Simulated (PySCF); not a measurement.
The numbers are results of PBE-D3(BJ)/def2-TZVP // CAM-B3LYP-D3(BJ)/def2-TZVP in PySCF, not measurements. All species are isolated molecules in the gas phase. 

Reference species (SMILES): `B` (neutral, multiplicity 1).

```json
{
  "LUMO": "-3.04 eV",
  "HOMO": "-8.48 eV"
}
```

Changed species: `B(Cl)(Cl)Cl` (3 of 3 H replaced by Cl; the reference has 0 of 3 H replaced by Cl).

Question: What does the change do to the LUMO and HOMO?

Answer: the LUMO rises by 0.43 eV, to -2.61 eV; the HOMO rises by 0.83 eV, to -7.65 eV.
